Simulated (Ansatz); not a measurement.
Mulliken charges of C$_{3}$H$_{4}$ClN (`ClC1=NCC1`) from B3LYP/def2-TZVPP in Ansatz (PBE0-D4/def2-TZVP geometry).

```tsv
atom	x (Å)	y (Å)	z (Å)	charge (e)
Cl1	-1.062	-2.393	-0.799	-0.069
C2	-0.213	-0.960	-0.414	0.089
N3	0.962	-0.637	-0.778	-0.201
C4	0.812	0.641	-0.020	0.006
C5	-0.613	0.221	0.405	-0.189
H6	0.872	1.514	-0.672	0.081
H7	1.540	0.727	0.787	0.081
H8	-1.438	0.814	0.008	0.101
H9	-0.771	0.028	1.466	0.101
```

Question: By hand: the dipole of these point charges (1 e Å = 4.8032 D).

Answer: Σ q r = (-0.046, 0.436, 0.256) e Å, of length 0.508 e Å = 2.44 D.

Question: How does the dipole of the full density compare? (Estimate.)

Answer: Ansatz gave: (-0.246, 0.421, 0.339) e Å, 2.85 D; the point charges give 0.86 times that, at 21° from its direction.

Point charges leave out the atoms' own dipoles, such as those of lone pairs, and Mulliken's split depends on the basis, so the two needn't agree.

B3LYP here is the variant with VWN-RPA as its local correlation; programs differ in this.
